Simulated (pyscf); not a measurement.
This saddle point was located with ωB97X-D3(BJ)/def2-SVP in PySCF.

```
B
O 1 1.3959
H 2 0.9627 1 112.20
H 1 1.2128 2 117.18 3 150.78
O 1 1.5849 4 110.63 2 -132.93
H 5 0.9665 1 110.37 4 134.37
H 5 1.2417 6 116.56 1 -79.85
O 7 1.1965 5 127.68 6 105.37
H 8 0.9654 7 113.48 5 105.97
```

Surface: singlet, charge 0. Lowest wavenumbers (cm⁻¹): 1225i, 242, 358, 404, 465.

Problem. Name the species on either side of this saddle.

Solution. H₂O (SMILES O) + HO–BH–OH (SMILES OBO) ⇌ HO–BH–OH (SMILES OBO) + H₂O (SMILES O), a four-centre exchange read from left to right: H–O, B–O broken and B–O, H–O formed. At CCSD(T)/def2-TZVPP + ΔMP2(QZVPP) it lies +23.1 kcal/mol from the left side and +23.1 kcal/mol from the right (each side as separated species at their lowest minima found). The reactants may also form a dative adduct at HO–BH–OH; it and routes through it were not searched. The products may also form a dative adduct at HO–BH–OH; it and routes through it were not searched. This is the saddle that the search found; another between the same sides may lie lower. The CCSD(T) − MP2 part came from Ansatz, without density fitting, on the same reference.
